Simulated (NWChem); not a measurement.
Molecule: chloromethane (CH3Cl); SMILES CCl

Results from NWChem. Pople sets run with spherical d functions. The geometry was optimised at PBE0/def2-SVP. Level: PBE0/6-31G* with COSMO at NWChem's default radii, gas-phase geometry; rows give the dielectric constant.

For dielectric constant 4.8:

```yaml
electrostatic solvation energy (kcal/mol): -2.3
dipole in solution (D): 2.43
```

Question: What are these values for dielectric constant 1.5?

Answer: The electrostatic solvation energy (kcal/mol) is -0.9 and the dipole in solution (D) is 2.19.
